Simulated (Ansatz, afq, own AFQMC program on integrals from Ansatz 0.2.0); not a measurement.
# CH4F (doublet): quantum Monte Carlo beside coupled cluster at distance C1–H5 along a hydrogen transfer = 1.233 Å, cc-pVTZ

Aim: compute CH4F (doublet) with auxiliary-field quantum Monte Carlo on the same integrals as coupled cluster, and set the energies side by side.

Computed with Ansatz 0.2.0, Gaussian basis, and an in-house AFQMC program (afq) on its integrals; all values are calculated. Level: cc-pVTZ, frozen cores.

The runs, in order: PBE (unrestricted); r2SCAN (unrestricted); PBE0 (unrestricted); CCSD(T) on UHF; B3LYP (unrestricted); CCSD(T) on UHF; wB97M-V (unrestricted); B2PLYP (unrestricted); CCSD(T) on UHF; Phaseless AFQMC, CISD trial on UHF.

## 1. The geometry

The geometry derives from fragments relaxed apart (PBE0/def2-TZVP) and kept rigid, so it is no stationary point. A hydrogen atom is moved between rigid fragments.

6 atoms, charge 0, spin multiplicity 2.

Atoms are counted from 1 here; the program's logs count them from 0.

Bond lengths: C1–H2 1.090 Å, C1–H3 1.090 Å, C1–H4 1.090 Å, C1–H5 1.233 Å, H5–F6 1.008 Å. Angles: H2–C1–H3 109.5°, H2–C1–H4 109.5°, H2–C1–H5 109.5°, H3–C1–H4 109.5°, H3–C1–H5 109.5°, H4–C1–H5 109.5°, C1–H5–F6 180.0°.

## 2. PBE (unrestricted)

The input, in.yaml:

```yaml
crystal:
  periodic: [false, false, false]
  atoms:
    - {symbol: C, position_ang: [-1.219146, 0.000000, 0.000000]}
    - {symbol: H, position_ang: [-1.582352, 1.027301, 0.000000]}
    - {symbol: H, position_ang: [-1.582352, -0.513650, 0.889668]}
    - {symbol: H, position_ang: [-1.582352, -0.513650, -0.889669]}
    - {symbol: H, position_ang: [0.013854, 0.000000, 0.000000]}
    - {symbol: F, position_ang: [1.021854, 0.000000, 0.000000]}
basis:
  gaussian: {orbitals: cc-pVTZ}
magnetization: {spin_polarized: true, initial_magnetization: 1}
hamiltonian: {xc: {name: PBE}}
output: {orbitals: {seedname: orbitals}}
```

On the command line:

```sh
$ ansatz run in.yaml --threads 1 --pin off --events-out ev --progress --plain --max-ram 5632MiB --backend cpu
```

The program printed:

```text
Functional definition: PBE
  name "PBE"
  cite "Perdew, Burke & Ernzerhof, Phys. Rev. Lett. 77, 3865 (1996) doi:10.1103/PhysRevLett.77.3865"
  parent pbe
  parameter kappa = 0.804
  parameter beta = 0.06672455060314922
  exchange = pbe_x(kappa = kappa, mu = beta*pi^2/3)
  correlation = pbe_c(beta = beta)
550 factors; their error is unknown
mean field evaluation 1: about -3808.4249 eV, gradient 3.5e1 eV
mean field evaluation 2: about -3804.1727 eV, gradient 4.2e1 eV
mean field evaluation 4: about -3813.7212 eV, gradient 4.7e0 eV
mean field evaluation 8: about -3813.7665 eV, gradient 3.3e-2 eV
mean field evaluation 16: about -3813.7665 eV, gradient 2.1e-5 eV
mean field -3813.76649250 eV, -140.1533335357 hartree, gradient 2.1e-5 eV, S^2 0.752629; 0 other end points of the search recorded, 0 dependent functions left out
reference -3813.76651460 eV, -140.1533343477 hartree; 10, 9 occupied and 106, 107 virtual orbitals, 550 factors
Total energy: -3813.76651460 eV, -140.1533343477 hartree
```

Run time: 1.3 s. Hardware: 1 thread of AMD EPYC 7R13 (Zen 3), shared host; peak memory 2.1 GiB.

From the report: ⟨S²⟩ of the determinant 0.753 (pure doublet: 0.75).

## 3. r2SCAN (unrestricted)

in.yaml, as its differences from that of step 2:

```diff
@@ -12,3 +12,2 @@
 magnetization: {spin_polarized: true, initial_magnetization: 1}
-hamiltonian: {xc: {name: PBE}}
-output: {orbitals: {seedname: orbitals}}
+hamiltonian: {xc: {name: r2SCAN}}
```

Same command.

The program printed:

```text
Functional definition: r2SCAN
  name "r2SCAN"
  cite "Furness, Kaplan, Ning, Perdew & Sun, J. Phys. Chem. Lett. 11, 8208 (2020) doi:10.1021/acs.jpclett.0c02405"
  cite "Furness, Kaplan, Ning, Perdew & Sun, J. Phys. Chem. Lett. 11, 9248 (2020) doi:10.1021/acs.jpclett.0c03077"
  parent r2scan
  parameter k0 = 0.174
  parameter k1 = 0.065
  parameter a1 = 4.9479
  exchange = r2scan_x(k0 = k0, k1 = k1, a1 = a1)
  correlation = r2scan_c
550 factors; their error is unknown
mean field evaluation 1: about -3812.0556 eV, gradient 3.1e1 eV
mean field evaluation 2: about -3811.1200 eV, gradient 3.3e1 eV
mean field evaluation 4: about -3816.2080 eV, gradient 3.2e0 eV
mean field evaluation 8: about -3816.2380 eV, gradient 3.6e-2 eV
mean field evaluation 16: about -3816.2199 eV, gradient 4.9e-5 eV
mean field -3816.21989108 eV, -140.2434942705 hartree, gradient 4.9e-5 eV, S^2 0.755953; 0 other end points of the search recorded, 0 dependent functions left out
reference -3816.21989868 eV, -140.2434945497 hartree; 10, 9 occupied and 106, 107 virtual orbitals, 550 factors
Total energy: -3816.21989868 eV, -140.2434945497 hartree
```

Wall time 2.5 s (1 thread of AMD EPYC 7R13 (Zen 3), shared host); peak memory 2.1 GiB.

From the report: ⟨S²⟩ of the determinant 0.756 (pure doublet: 0.75).

## 4. PBE0 (unrestricted)

in.yaml, as its differences from that of step 3:

```diff
@@ -12,2 +12,3 @@
 magnetization: {spin_polarized: true, initial_magnetization: 1}
-hamiltonian: {xc: {name: r2SCAN}}
+hamiltonian: {xc: {name: PBE0}}
+output: {orbitals: {seedname: orbitals}}
```

Same command.

The program printed:

```text
Functional definition: PBE0
  name "PBE0"
  cite "Adamo & Barone, J. Chem. Phys. 110, 6158 (1999) doi:10.1063/1.478522"
  cite "Perdew, Burke & Ernzerhof, Phys. Rev. Lett. 77, 3865 (1996) doi:10.1103/PhysRevLett.77.3865"
  parent pbe
  parameter a = 0.25
  parameter kappa = 0.804
  parameter beta = 0.06672455060314922
  exchange = (1 - a)*pbe_x(kappa = kappa, mu = beta*pi^2/3) + a*exact_x
  correlation = pbe_c(beta = beta)
559 factors; their error is unknown
mean field evaluation 1: about -3811.0394 eV, gradient 2.7e1 eV
mean field evaluation 2: about -3811.3496 eV, gradient 2.5e1 eV
mean field evaluation 4: about -3813.9328 eV, gradient 9.2e-1 eV
mean field evaluation 8: about -3813.9316 eV, gradient 2.0e-2 eV
mean field evaluation 16: about -3813.9316 eV, gradient 6.1e-6 eV
mean field -3813.93159762 eV, -140.1594010368 hartree, gradient 6.1e-6 eV, S^2 0.755250; 0 other end points of the search recorded, 0 dependent functions left out
reference -3813.93161374 eV, -140.1594016292 hartree; 10, 9 occupied and 106, 107 virtual orbitals, 559 factors
Total energy: -3813.93161374 eV, -140.1594016292 hartree
```

Wall time 1.4 s (1 thread of AMD EPYC 7R13 (Zen 3), shared host); peak memory 2.1 GiB.

From the report: ⟨S²⟩ of the determinant 0.755 (pure doublet: 0.75).

## 5. CCSD(T) on UHF

in.yaml, as its differences from that of step 4:

```diff
@@ -12,3 +12,2 @@
 magnetization: {spin_polarized: true, initial_magnetization: 1}
-hamiltonian: {xc: {name: PBE0}}
-output: {orbitals: {seedname: orbitals}}
+correlation: {method: ccsd_t, electrons: outside_noble_gas, hamiltonian_folder: ham}
```

On the command line:

```sh
$ ansatz run in.yaml --threads 1 --pin off --events-out ev --progress --plain --max-ram 16896MiB --backend cuda --devices 0, --max-vram 18GiB
```

The program printed, cut to the lines that bear on the results:

```text
Functional definition: HF
  name "HF"
  cite "Fock, Z. Phys. 61, 126 (1930) doi:10.1007/BF01340294"
  parent pbe
[...]
664 factors; integrals over basis functions are off by at most 1.1e-3 eV
[...]
mean field -3798.28680763 eV, -139.5844656091 hartree, gradient 3.0e-6 eV, S^2 0.770864; 0 other end points of the search recorded, 0 dependent functions left out
2 core orbitals not correlated: weight in the atoms' cores, before any rotation towards them, 1.000 or more for the frozen orbitals, at most 0.000 for the correlated occupied ones
reference -3798.28680763 eV, -139.5844656091 hartree; 8, 7 occupied and 106, 107 virtual orbitals, 664 factors
second order -12.12662117 eV of doubles, -0.00000000 eV of singles
cycle   1  -12.38520101 eV  change   -2.6e-1 eV  update   6.6e-2
[...]
cycle  10  -12.71637336 eV  change    1.1e-5 eV  update   9.4e-6
perturbative correction -0.36749933 eV, -0.0135053513 hartree
Total energy: -3811.37068032 eV, -140.0652890619 hartree
```

Run time: 5.5 s. Hardware: 1 × NVIDIA H100 80GB HBM3 with 1 thread of AMD EPYC 7R13 (Zen 3), shared host; peak host memory 2.1 GiB.

From the report: ⟨S²⟩ of the determinant 0.771 (pure doublet: 0.75); correlation -13.0839 eV; T1 0.012; largest double amplitude 0.03.

This run also writes the integrals to the folder ham.

## 6. B3LYP (unrestricted)

in.yaml, as its differences from that of step 5:

```diff
@@ -12,2 +12,2 @@
 magnetization: {spin_polarized: true, initial_magnetization: 1}
-correlation: {method: ccsd_t, electrons: outside_noble_gas, hamiltonian_folder: ham}
+hamiltonian: {xc: {name: B3LYP}}
```

On the command line:

```sh
$ ansatz run in.yaml --threads 1 --pin off --events-out ev --progress --plain --max-ram 5632MiB --backend cpu
```

The program printed, cut to the lines that bear on the results:

```text
Functional definition: B3LYP
  name "B3LYP"
  cite "Stephens, Devlin, Chabalowski & Frisch, J. Phys. Chem. 98, 11623 (1994) doi:10.1021/j100096a001"
  cite "Becke, Phys. Rev. A 38, 3098 (1988) doi:10.1103/PhysRevA.38.3098"
  cite "Lee, Yang & Parr, Phys. Rev. B 37, 785 (1988) doi:10.1103/PhysRevB.37.785"
  cite "Vosko, Wilk & Nusair, Can. J. Phys. 58, 1200 (1980) doi:10.1139/p80-159"
[...]
550 factors; their error is unknown
[...]
mean field -3818.21783108 eV, -140.3169172112 hartree, gradient 5.6e-6 eV, S^2 0.754213; 0 other end points of the search recorded, 0 dependent functions left out
reference -3818.21799031 eV, -140.3169230628 hartree; 10, 9 occupied and 106, 107 virtual orbitals, 550 factors
Total energy: -3818.21799031 eV, -140.3169230628 hartree
```

Wall time 1.5 s (1 thread of AMD EPYC 7R13 (Zen 3), shared host); peak memory 2.1 GiB.

From the report: ⟨S²⟩ of the determinant 0.754 (pure doublet: 0.75).

## 7. CCSD(T) on UHF

in.yaml, as its differences from that of step 6:

```diff
@@ -10,4 +10,4 @@
 basis:
-  gaussian: {orbitals: cc-pVTZ}
+  gaussian: {orbitals: def2-TZVPP}
 magnetization: {spin_polarized: true, initial_magnetization: 1}
-hamiltonian: {xc: {name: B3LYP}}
+correlation: {method: ccsd_t, electrons: outside_noble_gas}
```

On the command line:

```sh
$ ansatz run in.yaml --threads 1 --pin off --events-out ev --progress --plain --max-ram 16896MiB --backend cuda --devices 0, --max-vram 18GiB
```

The program printed, cut to the lines that bear on the results:

```text
Functional definition: HF
  name "HF"
  cite "Fock, Z. Phys. 61, 126 (1930) doi:10.1007/BF01340294"
  parent pbe
[...]
700 factors; integrals over basis functions are off by at most 1.1e-3 eV
[...]
mean field -3798.50074027 eV, -139.5923274887 hartree, gradient 2.2e-6 eV, S^2 0.770715; 0 other end points of the search recorded, 0 dependent functions left out
2 core orbitals not correlated: weight in the atoms' cores, before any rotation towards them, 1.000 or more for the frozen orbitals, at most 0.000 for the correlated occupied ones
reference -3798.50074027 eV, -139.5923274887 hartree; 8, 7 occupied and 108, 109 virtual orbitals, 700 factors
second order -12.07642103 eV of doubles, -0.00000000 eV of singles
cycle   1  -12.34023292 eV  change   -2.6e-1 eV  update   6.9e-2
[...]
cycle  10  -12.67691318 eV  change    1.1e-5 eV  update   1.0e-5
perturbative correction -0.36388906 eV, -0.0133726762 hartree
Total energy: -3811.54154251 eV, -140.0715681314 hartree
```

It took 3 s on 1 × NVIDIA H100 80GB HBM3 with 1 thread of AMD EPYC 7R13 (Zen 3), shared host; peak host memory 2.1 GiB.

From the report: ⟨S²⟩ of the determinant 0.771 (pure doublet: 0.75); correlation -13.0408 eV; T1 0.012; largest double amplitude 0.03.

## 8. wB97M-V (unrestricted)

in.yaml, as its differences from that of step 7:

```diff
@@ -10,4 +10,5 @@
 basis:
-  gaussian: {orbitals: def2-TZVPP}
+  gaussian: {orbitals: cc-pVTZ}
 magnetization: {spin_polarized: true, initial_magnetization: 1}
-correlation: {method: ccsd_t, electrons: outside_noble_gas}
+hamiltonian: {xc: {name: wB97M-V}}
+output: {orbitals: {seedname: orbitals}}
```

On the command line:

```sh
$ ansatz run in.yaml --threads 1 --pin off --events-out ev --progress --plain --max-ram 5632MiB --backend cpu
```

The program printed, cut to the lines that bear on the results:

```text
Functional definition: wB97M-V
  name "wB97M-V"
  cite "Mardirossian & Head-Gordon, J. Chem. Phys. 144, 214110 (2016) doi:10.1063/1.4952647"
  cite "Becke, J. Chem. Phys. 107, 8554 (1997) doi:10.1063/1.475007"
  cite "Vydrov & Van Voorhis, J. Chem. Phys. 133, 244103 (2010) doi:10.1063/1.3521275"
  # Of w^i u^j: cxij and so on, Table III.
[...]
  gx(w, u) = 1 - cx + cx01*u + cx10*w
  gss(w, u) = css00 + css04*u^4 + css10*w + css20*w^2 + css43*w^4*u^3
  gos(w, u) = cos00 + cos10*w + (cos20 + cos21*u)*w^2 + (cos60 + cos61*u)*w^6
[...]
      + integral(e_c_pw_mod_opposite_spin*gos(b97_w_opposite, b97_u_opposite)) + vv10(b, c)
550 factors; their error is unknown
150 factors; integrals over basis functions are off by at most 1.0e-5 eV
[...]
mean field -3816.12179745 eV, -140.2398893962 hartree, gradient 3.1e-5 eV, S^2 0.754288; 0 other end points of the search recorded, 0 dependent functions left out
reference -3816.12182658 eV, -140.2398904666 hartree; 10, 9 occupied and 106, 107 virtual orbitals, 550 factors
Total energy: -3816.12182658 eV, -140.2398904666 hartree
```

It took 4.4 s on 1 thread of AMD EPYC 7R13 (Zen 3), shared host; peak memory 2.1 GiB.

From the report: ⟨S²⟩ of the determinant 0.754 (pure doublet: 0.75).

## 9. B2PLYP (unrestricted)

in.yaml, as its differences from that of step 8:

```diff
@@ -12,3 +12,3 @@
 magnetization: {spin_polarized: true, initial_magnetization: 1}
-hamiltonian: {xc: {name: wB97M-V}}
-output: {orbitals: {seedname: orbitals}}
+hamiltonian: {xc: {name: B2PLYP}}
+correlation: {electrons: outside_noble_gas}
```

The command is unchanged.

The program printed, cut to the lines that bear on the results:

```text
Functional definition: B2PLYP
  name "B2PLYP"
  cite "Grimme, J. Chem. Phys. 124, 034108 (2006) doi:10.1063/1.2148954"
  cite "Becke, Phys. Rev. A 38, 3098 (1988) doi:10.1103/PhysRevA.38.3098"
  cite "Lee, Yang & Parr, Phys. Rev. B 37, 785 (1988) doi:10.1103/PhysRevB.37.785"
[...]
664 factors; integrals over basis functions are off by at most 1.1e-3 eV
[...]
mean field -3811.43342208 eV, -140.0675947789 hartree, gradient 9.5e-6 eV, S^2 0.759569; 0 other end points of the search recorded, 0 dependent functions left out
2 core orbitals not correlated: weight in the atoms' cores, before any rotation towards them, 1.000 or more for the frozen orbitals, at most 0.000 for the correlated occupied ones
reference -3811.43352100 eV, -140.0675984142 hartree; 8, 7 occupied and 106, 107 virtual orbitals, 664 factors
second order -14.43932621 eV of doubles, -0.00000000 eV of singles
Total energy: -3815.33213907 eV, -140.2108699859 hartree
```

Wall time 2.1 s (1 thread of AMD EPYC 7R13 (Zen 3), shared host); peak memory 2.1 GiB.

From the report: ⟨S²⟩ of the determinant 0.760 (pure doublet: 0.75).

## 10. CCSD(T) on UHF

in.yaml, as its differences from that of step 9:

```diff
@@ -10,5 +10,4 @@
 basis:
-  gaussian: {orbitals: cc-pVTZ}
+  gaussian: {orbitals: "def2-QZVPP.json"}
 magnetization: {spin_polarized: true, initial_magnetization: 1}
-hamiltonian: {xc: {name: B2PLYP}}
-correlation: {electrons: outside_noble_gas}
+correlation: {method: ccsd_t, electrons: outside_noble_gas}
```

On the command line:

```sh
$ ansatz run in.yaml --threads 1 --pin off --events-out ev --progress --plain --max-ram 16896MiB --backend cuda --devices 0, --max-vram 18GiB
```

The program printed, cut to the lines that bear on the results:

```text
Functional definition: HF
  name "HF"
  cite "Fock, Z. Phys. 61, 126 (1930) doi:10.1007/BF01340294"
  parent pbe
[...]
1404 factors; integrals over basis functions are off by at most 8.9e-4 eV
[...]
mean field -3798.68326907 eV, -139.5990352981 hartree, gradient 2.8e-6 eV, S^2 0.770768; 0 other end points of the search recorded, 0 dependent functions left out
2 core orbitals not correlated: weight in the atoms' cores, before any rotation towards them, 1.000 or more for the frozen orbitals, at most 0.000 for the correlated occupied ones
reference -3798.68326907 eV, -139.5990352981 hartree; 8, 7 occupied and 224, 225 virtual orbitals, 1404 factors
second order -13.07704000 eV of doubles, -0.00000000 eV of singles
cycle   1  -13.19812677 eV  change   -1.2e-1 eV  update   7.1e-2
[...]
cycle  10  -13.55072314 eV  change    6.7e-6 eV  update   1.1e-5
perturbative correction -0.42937049 eV, -0.0157790744 hartree
Total energy: -3812.66336269 eV, -140.1127942629 hartree
```

Wall time 7 s (1 × NVIDIA H100 80GB HBM3 with 1 thread of AMD EPYC 7R13 (Zen 3), shared host); peak host memory 2.1 GiB.

From the report: ⟨S²⟩ of the determinant 0.771 (pure doublet: 0.75); correlation -13.9801 eV; T1 0.013; largest double amplitude 0.02.

## 11. Phaseless AFQMC, CISD trial on UHF

It reads the integrals that the CCSD(T) run on this determinant wrote.

On the command line:

```sh
$ afq ham --method phaseless --trial cisd --walkers 600 --populations 10 --least-time 60 --time-step 0.005 --steps-per-block 50 --equilibration-blocks 28 --max-blocks 4000 --target-error 0.00023 --factor-cut 1e-05 --start spin_pure --seed 1065 --release-times 0.24,0.51,0.99,1.5 --release-step 0.03 --release-every 4 --taylor-order 6
```

The program printed:

```text
orbitals 114  electrons 8 7  factors 663 of 664
reference energy -139.58446561 Eh
CCSD correlation -0.46731838 Eh in 11 cycles, weight of the determinant in the CISD state 0.8877
energy of the start -140.050235 Eh
 block  time / (1/Eh)  mean weight  energy / Eh
     1     0.250  1.0003  -140.048089
     2     0.500  0.9989  -140.055516
     3     0.750  0.9998  -140.060367
     4     1.000  1.0009  -140.059264
     5     1.250  1.0002  -140.060679
     6     1.500  1.0006  -140.063002
     7     1.750  0.9995  -140.064594
     8     2.000  1.0009  -140.062336
     9     2.250  0.9996  -140.067820
    10     2.500  1.0013  -140.064462
    13     3.250  0.9996  -140.066799
    17     4.250  0.9998  -140.065891
    21     5.250  1.0016  -140.064885
    25     6.250  1.0013  -140.069242
    29     7.250  0.9995  -140.066869
    33     8.250  1.0014  -140.062795
    37     9.250  0.9997  -140.063497
    41    10.250  0.9996  -140.066587
    45    11.250  1.0002  -140.064800
    49    12.250  0.9984  -140.067058
    53    13.250  1.0001  -140.063459
    57    14.250  1.0009  -140.063304
    61    15.250  1.0006  -140.065909
    65    16.250  1.0000  -140.065350
    69    17.250  1.0010  -140.064921
    73    18.250  0.9984  -140.064515
    77    19.250  1.0001  -140.071481
    81    20.250  0.9992  -140.069383
    85    21.250  1.0003  -140.071751
    89    22.250  0.9980  -140.065762
    93    23.250  0.9985  -140.062752
    97    24.250  0.9993  -140.067134
   101    25.250  1.0005  -140.065554
   105    26.250  0.9995  -140.068988
   109    27.250  0.9991  -140.062356
   113    28.250  0.9993  -140.063750
   117    29.250  0.9998  -140.064175
   121    30.250  0.9990  -140.065422
   125    31.250  1.0005  -140.064520
   129    32.250  1.0002  -140.067839
   133    33.250  0.9997  -140.067836
   137    34.250  1.0008  -140.066012
   141    35.250  0.9980  -140.061612
   145    36.250  1.0015  -140.065179
   149    37.250  0.9978  -140.070301
   153    38.250  1.0010  -140.065820
   157    39.250  0.9984  -140.063613
   161    40.250  1.0005  -140.066612
   165    41.250  0.9989  -140.063421
   169    42.250  0.9997  -140.065838
   173    43.250  1.0014  -140.066317
error from the spread of 10 populations
released: time / (1/Eh)  energy / Eh  error  mean overlap
  0.24  -140.066234  0.000315  0.9902
  0.51  -140.066448  0.000346  0.9844
  0.99  -140.065726  0.000356  0.9840
  1.50  -140.065809  0.000756  0.9751
energy -140.065625 +/- 0.000198 Eh
```

It took 2.8 min on 1 × NVIDIA H100 80GB HBM3 with 2 threads of AMD EPYC 7R13 (Zen 3), shared host; peak host memory 2.1 GiB.

Energy -3811.3798 ± 0.0054 eV. Caveats: constraint bias not in the error.

## 12. AFQMC on the ladder

On the UHF determinant, counted from CCSD(T) (a yardstick, not exact):

```csv
level,energy (eV),from CCSD(T) (kcal/mol),statistical error (kcal/mol),time
HF,-3798.2868,+301.72,,
MP2,-3810.4134,+22.07,,
CCSD,-3811.0032,+8.47,,
CCSD(T),-3811.3707,0.00,,
"Phaseless AFQMC, CISD trial, step 0.005, 600 walkers",-3811.3798,-0.21,0.12,2.8 min
```

The functionals' totals stand on their own zeros and serve differences with other points: PBE -3813.767 eV; r2SCAN -3816.220 eV; PBE0 -3813.932 eV; B3LYP -3818.218 eV; wB97M-V -3816.122 eV; B2PLYP -3815.332 eV.

## 13. Outcome

```
                                       quantity                  value
Phaseless AFQMC, CISD trial on UHF from CCSD(T)  -0.21 ± 0.12 kcal/mol
```

What this shows: On UHF the phaseless walk with the CISD trial lies -0.21 kcal/mol from CCSD(T), within three error bars. Error bars are statistical and leave out the constraint, the time step and what remains of the start.
